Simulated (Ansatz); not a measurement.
Q: Name a neutral molecule of C and H with LUMO energy (PBE/def2-TZVPP) between -1.20 and -0.90 eV and size of the dipole moment (B3LYP/def2-TZVPP) between 1.65 and 1.95 D (Ansatz, PBE0-D4/def2-TZVP geometry).

A: `C#CC1C=C1C` (-0.93 eV, 1.68 D). Other molecules can fit too; these were computed, each in one conformer that needn't be the lowest.

B3LYP here is the variant with VWN-RPA as its local correlation; programs differ in this.
